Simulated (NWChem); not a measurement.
**One shape, several levels: Si2H6O ((H3Si)2O)**

We compute a comparison of 4 runs (HF/STO-3G, HF/3-21G, B3LYP/6-31G*) of Si2H6O ((H3Si)2O). 

The results are computed with NWChem 7.3.0.

## Step 1: The system as given

Si2H6O has 9 atoms, charge 0, and is taken as a singlet. The coordinates come from a GFN2-xTB relaxation.

Bond lengths: Si1–O5 1.617 Å, O5–Si6 1.617 Å, Si1–H2 1.462 Å, Si1–H3 1.460 Å, Si1–H4 1.462 Å, Si6–H7 1.461 Å, Si6–H8 1.462 Å, Si6–H9 1.461 Å. Some angles: Si1–O5–Si6 169.6°, H2–Si1–O5 107.1°, H3–Si1–O5 105.7°, H4–Si1–O5 107.5°, O5–Si6–H7 105.6°, O5–Si6–H8 107.2°, O5–Si6–H9 107.4°, H2–Si1–H3 112.3°, H2–Si1–H4 111.7°, H3–Si1–H4 112.2°.

## Step 2: Energy and gradient at HF/STO-3G (run 1)

File h6osi2.nw:

```
start h6osi2
memory stack 880 mb heap 220 mb global 1100 mb
geometry units angstroms noautosym nocenter noautoz
  Si      -0.974510      -1.097380       0.662100
  H       -0.984020      -0.794810       2.092580
  H       -0.501750      -2.450980       0.385540
  H       -2.272350      -0.828580       0.044600
  O        0.104270      -0.108300      -0.024930
  Si       0.983540       1.088910      -0.664450
  H        2.282690       0.498130      -0.975550
  H        0.280650       1.548380      -1.861200
  H        1.081470       2.144640       0.341300
end
basis "ao basis" spherical bse
  Si library STO-3G
  H library STO-3G
  O library STO-3G
end
scf
  nopen 0
  rhf
  thresh 1e-08
  maxiter 80
  noprint "final vectors analysis"
end
task scf gradient
```

On the command line:

```console
$ nwchem h6osi2.nw > h6osi2.out
```

Log:

```text
[...]
  functions       =    29
[...]
  wavefunction    = RHF
[...]
         Total SCF energy =   -648.559465543240
      One-electron energy =  -1222.200289516753
      Two-electron energy =    413.666874341745
 Nuclear repulsion energy =    159.973949631768
        Time for solution =      0.8s
[...]
                         RHF ENERGY GRADIENTS
    atom               coordinates                        gradient
                 x          y          z           x          y          z
   1 Si     -1.841557  -2.073748   1.251188   -0.013609  -0.017219   0.009315
   2 H      -1.859528  -1.501973   3.954403    0.006208   0.010613   0.017022
   3 H      -0.948170  -4.631681   0.728565    0.013655  -0.013233  -0.008394
   4 H      -4.294119  -1.565789   0.084282   -0.012799   0.010013  -0.013032
   5 O       0.197042  -0.204657  -0.047111   -0.002381   0.002194   0.000636
   6 Si      1.858621   2.057742  -1.255628    0.015571   0.015901  -0.009884
   7 H       4.313659   0.941329  -1.843522    0.013288  -0.016372  -0.000355
   8 H       0.530352   2.926014  -3.517158   -0.015841  -0.000237  -0.013618
   9 H       2.043682   4.052782   0.644963   -0.004090   0.008340   0.018309
[...]
```

Run time: 1.4 s. Hardware: 1 thread of AMD EPYC 9R45 (Zen 5), shared host; peak memory 0.1 GiB.

## Step 3: Energy and gradient at HF/3-21G (run 2)

File m1.nw:

```
start m1
title "H6OSi2"
memory stack 880 mb heap 220 mb global 1100 mb
geometry units angstroms noautosym nocenter noautoz
Si    -0.974510    -1.097380     0.662100
H     -0.984020    -0.794810     2.092580
H     -0.501750    -2.450980     0.385540
H     -2.272350    -0.828580     0.044600
O      0.104270    -0.108300    -0.024930
Si     0.983540     1.088910    -0.664450
H      2.282690     0.498130    -0.975550
H      0.280650     1.548380    -1.861200
H      1.081470     2.144640     0.341300
end
basis spherical bse
* library 3-21G
end
scf
thresh 1e-08
maxiter 80
end
task scf gradient
```

On the command line:

```console
$ nwchem m1.nw > m1.out
```

Log:

```text
[...]
  functions       =    47
[...]
  wavefunction    = RHF
[...]
         Total SCF energy =   -652.782131387593
      One-electron energy =  -1223.393527992282
      Two-electron energy =    410.637446972921
 Nuclear repulsion energy =    159.973949631768
        Time for solution =      0.9s
[...]
                         RHF ENERGY GRADIENTS
    atom               coordinates                        gradient
                 x          y          z           x          y          z
   1 Si     -1.841557  -2.073748   1.251188   -0.005472   0.000224   0.002266
   2 H      -1.859528  -1.501973   3.954403    0.006438   0.004237  -0.010940
   3 H      -0.948170  -4.631681   0.728565    0.005055   0.013203  -0.003371
   4 H      -4.294119  -1.565789   0.084282    0.012532   0.004215  -0.000731
   5 O       0.197042  -0.204657  -0.047111    0.001001  -0.001381  -0.000172
   6 Si      1.858621   2.057742  -1.255628   -0.000330   0.006446  -0.000961
   7 H       4.313659   0.941329  -1.843522   -0.012058  -0.005515   0.005913
   8 H       0.530352   2.926014  -3.517158   -0.001605  -0.009221   0.009599
   9 H       2.043682   4.052782   0.644963   -0.005562  -0.012209  -0.001602
[...]
```

Run time: 1.5 s. Hardware: 1 thread of AMD EPYC 9R45 (Zen 5), shared host; peak memory 0.1 GiB.

Run 3 isn't shown in full; the table further down has it.

## Step 4: Energy and forces at B3LYP/6-31G(d) (Cartesian functions) (run 4)

File run.py:

```python
from ase import Atoms
from ase.calculators.nwchem import NWChem

mol = Atoms('SiHHHOSiHHH', positions=[
    [-0.974510, -1.097380, 0.662100],
    [-0.984020, -0.794810, 2.092580],
    [-0.501750, -2.450980, 0.385540],
    [-2.272350, -0.828580, 0.044600],
    [0.104270, -0.108300, -0.024930],
    [0.983540, 1.088910, -0.664450],
    [2.282690, 0.498130, -0.975550],
    [0.280650, 1.548380, -1.861200],
    [1.081470, 2.144640, 0.341300],
])

calc = NWChem(
    label='h6osi2',
    theory='dft',
    memory='2200 mb',
    basis='6-31G*',
    dft={'xc': 'b3lyp', 'mult': '1', 'grid': 'xfine', 'convergence': 'energy 1e-08', 'iterations': '100', 'mulliken': None},
)
mol.calc = calc

forces = mol.get_forces()
e = mol.get_potential_energy()
print(f"E = {e:.6f} eV")
print("forces (eV/A):")
for s, f in zip(mol.symbols, forces):
    print(f"{s:2s} {f[0]:10.5f} {f[1]:10.5f} {f[2]:10.5f}")
print("dipole (e A):", mol.get_dipole_moment().round(4))
```

On the command line:

```console
$ export ASE_NWCHEM_COMMAND="nwchem PREFIX.nwi > PREFIX.nwo"
$ python run.py
```

Log:

```text
E = -17901.703655 eV
forces (eV/A):
Si    0.23968    0.19093   -0.13761
H    -0.23407   -0.13668    0.54564
H    -0.12701   -0.62683    0.09230
H    -0.59151   -0.14254   -0.03517
O     0.07770   -0.06716   -0.02139
Si   -0.16969   -0.29053    0.12362
H     0.57670    0.13354   -0.24868
H    -0.00057    0.38248   -0.47838
H     0.22883    0.55680    0.15967
dipole (e A): [-0.0259  0.0289  0.0057]
```

The calculator wrote h6osi2.nwi:

```
title "h6osi2"

permanent_dir h6osi2

scratch_dir h6osi2

start h6osi2

geometry units angstrom nocenter noautosym noautoz
  Si -9.7450999999999999e-01 -1.0973800000000000e+00 6.6210000000000002e-01
  H  -9.8402000000000001e-01 -7.9481000000000002e-01 2.0925799999999999e+00
  H  -5.0175000000000003e-01 -2.4509799999999999e+00 3.8553999999999999e-01
  H  -2.2723499999999999e+00 -8.2857999999999998e-01 4.4600000000000001e-02
  O  1.0427000000000000e-01 -1.0829999999999999e-01 -2.4930000000000001e-02
  Si 9.8353999999999997e-01 1.0889100000000000e+00 -6.6444999999999999e-01
  H  2.2826900000000001e+00 4.9813000000000002e-01 -9.7555000000000003e-01
  H  2.8065000000000001e-01 1.5483800000000001e+00 -1.8612000000000000e+00
  H  1.0814699999999999e+00 2.1446399999999999e+00 3.4129999999999999e-01
end

memory 2200 mb

basis noprint
   * library 6-31G*
end

dft
  xc b3lyp
  mult 1
  grid xfine
  convergence energy 1e-08
  iterations 100
  mulliken
end

task dft gradient
```

h6osi2.nwo:

```text
Northwest Computational Chemistry Package (NWChem) 7.3.0
             --------------------------------------------------------

           Job information
           ---------------

    nwchem branch   = 7.3.0
    use scalapack   = T
    input           = h6osi2.nwi
    prefix          = h6osi2.
    data base       = h6osi2/h6osi2.db
    status          = startup
    nproc           =        1

           Memory information
           ------------------

[... 5 lines left out ...]
    hardfail = no
[... 105 lines left out ...]
  convergence criterion.
[... 42 lines left out ...]
          Spatial weights used:  Erf1
[... 32 lines left out ...]
 1-e energy   =   -1225.135880
[... 41 lines left out ...]
           Coulomb energy =      463.105688460025
[... 535 lines left out ...]
          Convergence on density requested:  1.00D-05
[... 28 lines left out ...]
          total energy or number of iterations.
[... 36 lines left out ...]
                 ----------------------------------------
                 |  Time  |  1-e(secs)   |  2-e(secs)   |
                 ----------------------------------------
                 |  CPU   |       0.00   |       0.89   |
                 ----------------------------------------
                 |  WALL  |       0.00   |       0.89   |
                 ----------------------------------------

 Task  times  cpu:       12.7s     wall:       12.7s
 Total times  cpu:       12.7s     wall:       12.7s
```

Run time: 14 s. Hardware: 1 thread of AMD EPYC 9R45 (Zen 5), shared host; peak memory 0.15 GiB.

## Step 5: All runs side by side

```csv
run,level,iteration cap,module,energy (Eh),dipole moment (D),largest force (eV/Å),wall time
1,HF/STO-3G,80,scf,-648.559466,0.25,1.252,1.4 s
2,HF/3-21G,80,scf,-652.782131,0.34,0.747,1.5 s
3,B3LYP/6-31G* (spherical functions),100,dft,-657.870949,0.19,0.647,13 s
4,B3LYP/6-31G* (Cartesian functions),100,dft,-657.875480,0.19,0.646,14 s
```

## Step 6: Results

| quantity | value |
| --- | --- |
| run 4: total energy | -657.87548 Eh |
| run 4: dipole moment | 0.19 D |
| run 4: HOMO energy | -8.10 eV |
| run 4: LUMO energy | 0.09 eV |
| run 4: HOMO–LUMO gap | 8.19 eV |
| run 4: largest force on an atom | 0.646 eV/Å |

**Reading.** The dipole moment (its size) runs from 0.19 D (B3LYP/6-31G*) to 0.34 D (HF/3-21G). The two ends differ in method and basis. Over runs 2, 3, 4 the HOMO–LUMO gap runs from 8.19 eV (B3LYP/6-31G*) to 15.72 eV (HF/3-21G). In run 1 the basis is minimal, so the values are rough. All runs together took 30 s, the longest 14 s.
